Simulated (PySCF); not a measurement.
# H3Si: the cost of one run

Program: PySCF 2.14.0. Level of theory: relaxation, HF, aug-cc-pvtz, and further levels as typed in the inputs. These are calculated values, not measurements.

### 1 The starting structure

Bond lengths: Si1–H2 1.448 Å, Si1–H3 1.474 Å, Si1–H4 1.463 Å. Angles: H2–Si1–H3 119.6°, H2–Si1–H4 121.5°, H3–Si1–H4 118.9°.

Structure file:

```xyz
4

Si    0.0098   -0.0110   -0.0118
H     1.4579    0.0149    0.0024
H    -0.7402    1.2572    0.0063
H    -0.7316   -1.2720   -0.0023
```

### 2 Relaxation: H3Si, charge +1

Contents of run.py:

```python
from pyscf import gto, scf
from pyscf.geomopt.geometric_solver import optimize
mol = gto.M(atom="mol.xyz", basis="aug-cc-pvtz", charge=1, verbose=4)
mf = scf.RHF(mol).run(conv_tol=1e-9)
m = optimize(mf, maxsteps=60)
print("optimised structure (A):")
for k in range(m.natm): print(m.atom_symbol(k), *(f"{x:.8f}" for x in m.atom_coords(unit="A")[k]))
```

Run with:

```sh
$ python run.py
```

**Question.** How long does this run take on 2 threads of Intel Xeon 6975P-C (Granite Rapids), shared host?

About 19 s.
